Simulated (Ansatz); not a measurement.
**How far each method lies from full CI for H$_{2}$, singlet**

Geometry: MP2(full)/6-31G*, from the G2/97 set.

```yaml
atoms:
  - { symbol: H, position_ang: [0.0000, 0.0000, 0.0000] }
  - { symbol: H, position_ang: [0.0000, 0.0000, 0.7372] }
```

Basis cc-pVTZ; Ansatz 0.2.0. Only valence electrons are correlated (noble-gas cores frozen), which leaves 2 electrons in 28 orbitals. R marks a restricted (for open shells ROHF) determinant. Active spaces: valence = (2e, 2o) chosen from the atoms' valence shells.

Full CI is exact within this basis and frozen core; it isn't the basis-set limit.

```
UHF ⟨S²⟩                          : 0.000
T1 diagnostic (RCCSD)             : 0.0055
largest doubles amplitude (RCCSD) : 0.056
```

```csv
level,E − E(full CI) (meV),share of correlation (%),wall time
RHF,1070,0.00,–
RMP2,209,80.51,–
RCCSD,0,100.00,0.12 s
RCCSD(T),0,100.00,0.12 s
BCCD(T),0,100.00,0.09 s
CASSCF (valence space),571,46.67,–
NEVPT2 (valence space),174,83.71,0.06 s
MRCISD (valence space),3,99.70,–
MRCISD+Q (valence space),-1,100.12,0.12 s
```

The correlation energy at full CI, counted from RHF, is -1.070 eV. That run took 0.06 s on 1 thread of Intel Xeon 6975P-C, shared host over 136 determinants.

Times hold each run's SCF and search for its determinant on a shared host, so for small cases they say little of a method's own cost; they ran on 1 thread of Intel Xeon 6975P-C.

The full-CI state has the irrep Ag of D2h, in the program's axes (one component, if the state is degenerate).

Natural occupations of full CI about the gap: 1.965 0.020 0.006 0.004 0.004 0.000 0.000 0.000 0.000 0.000; effectively unpaired electrons, Σ n²(2−n)², 0.01.

Atomization energy (electronic, same basis, no zero-point term; atoms at the same level, unrestricted beside the R rows where the molecule is a closed shell, with restricted open-shell steps beyond CCSDT(Q)) at full CI: 453.4 kJ/mol. Errors of other levels:

```csv
level,error (kJ/mol)
RHF,-103.3
RMP2,-20.1
RCCSD,0.0
RCCSD(T),0.0
BCCD(T),0.0
CASSCF (valence space),-55.1
NEVPT2 (valence space),-16.8
MRCISD (valence space),-0.3
MRCISD+Q (valence space),0.1
```

This basis is far from its limit, so the value isn't to be set against a measured one. Truncated CI isn't size-consistent, which counts against it in atomization.
